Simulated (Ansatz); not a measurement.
**fcc Pd**

All values below come from HSE06 (plane waves, PAW; Ansatz, a program for electronic structure).

Settings: plane-wave cutoff 500 eV, 10×10×1 k mesh (along the axes of the cell as run), Fermi–Dirac smearing 0.1 eV, scalar-relativistic PAW data made under PBE.

Cell: relaxed with r²SCAN.

```
Item                                  Value
--------------------------------  ---------
surface energy of the (100) face  1.47 J/m²
work function of the (100) face     5.18 eV
```

Note: exact exchange on metals is sensitive to the k mesh and can open a false gap.

The slab of 6 atoms is relaxed and unreconstructed.

Static lattice: no zero-point or thermal effects.

It cost roughly 18 core-minutes of CPU time.
